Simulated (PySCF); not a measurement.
C₂H₃, SMILES [CH]=C, multiplicity 2. Geometry optimised at PBE-D3(BJ)/def2-TZVP. The isomer is the one that the SMILES or the coordinates give; other isomers of the formula were not compared.

Computed equilibrium geometry at PBE-D3(BJ)/def2-TZVP (PySCF confirms it by a frequency run) as a Z-matrix, and its point group:
point group Cs.
```
C
C 1 1.3082
H 2 1.0871 1 138.84
H 1 1.0956 2 122.33 3 180.00
H 1 1.1015 4 115.66 2 180.00
```
Charge 0, spin multiplicity 2.
